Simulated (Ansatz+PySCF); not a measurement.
A calculation with Ansatz (development build ahead of 0.2.0).

```yaml
crystal:
  periodic: [false, false, false]
  atoms:
    - { symbol: S, position_ang: [0.0, 0.0, -0.11234] }
    - { symbol: H, position_ang: [0.0, 1.04925, 0.89872] }
    - { symbol: H, position_ang: [0.0, -1.04925, 0.89872] }
basis:
  gaussian: { orbitals: def2-SVP }
magnetization:
  spin_polarized: true
hamiltonian:
  xc: hf
correlation:
  method: ccsd_t
  frozen_orbitals: { H: 0, S: 5 }
```

The input is written out in the form of the current development build from the run's settings.

The run gave:

```json
{
  "Converged": "yes",
  "Reference energy": "-398.55370 hartree",
  "CCSD correlation energy": "-0.16753 hartree",
  "Triples correction": "-0.00368 hartree",
  "Total energy": "-398.72491 hartree",
  "Spin squared of the determinant": "0.000",
  "Stability test": "minimum",
  "Largest doubles amplitude": "0.06",
  "Occupied orbitals by symmetry in an Abelian subgroup (alpha; beta)": "5 A1 2 B1 2 B2; 5 A1 2 B1 2 B2"
}
```
